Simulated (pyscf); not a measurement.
Homolytic dissociation enthalpies at 298 K of Al–C, C–Ga, C–In bonds in 8 gas-phase molecules, in kcal/mol. Structures and frequencies: ωB97X-D3(BJ)/def2-SVP in PySCF. Both columns use the same structures and thermal terms. Rows were drawn at random from the closed-shell molecules with such a bond whose radicals are computed, keep their shape and have no isomer in the data more than 5 kcal/mol lower.

```
row             molecule                  radicals  PBE/def2-TZVP  ωB97M-D3(BJ)/def2-TZVP
---  -------------------  ------------------------  -------------  ----------------------
1          F–CH₂–Ga(F)–F        •H₂C–F + [F–Ga–F]•           63.6                    66.8
2         H₃C–Ga(CH₃)–Cl       CH₃• + [H₃C–Ga–Cl]•           71.4                    74.5
3          H₃C–CH₂–GaH–F       •H₂C–CH₃ + [F–GaH]•           65.9                    69.6
4        H₃C–Ga(CH₃)–NH₂      CH₃• + [H₃C–Ga–NH₂]•           73.9                    76.7
5    H₃C–CH₂–In(CH₃)–CH₃  •H₂C–CH₃ + [H₃C–In–CH₃]•           52.8                    57.1
6        H₃C–In(CH₃)–CH₃      CH₃• + [H₃C–In–CH₃]•           59.9                    63.0
7      H₃C–CH₂–Al(Cl)–Cl    •H₂C–CH₃ + [Cl–Al–Cl]•           71.6                       ?
8        H₃C–Ga(CH₃)–CH₃      CH₃• + [H₃C–Ga–CH₃]•           72.6                    75.3
```

### Question
Fit a line that carries the PBE values to the last column and predict row 7.

### Answer
In the 7 complete rows the last column lies 2.7 to 4.3 kcal/mol from PBE (mean 3.3, median 3.1). Least squares gives y = 7.2 + 0.94·x with residuals of 0.3 kcal/mol (root mean square). For row 7: 7.2 + 0.94 × 71.6 = 74.5 kcal/mol. The computed value is 79.3 kcal/mol, 4.8 over the line. Elements up to Kr have no core potential and no relativistic terms here. Elements past Kr carry the def2 core potentials, without spin-orbit coupling.
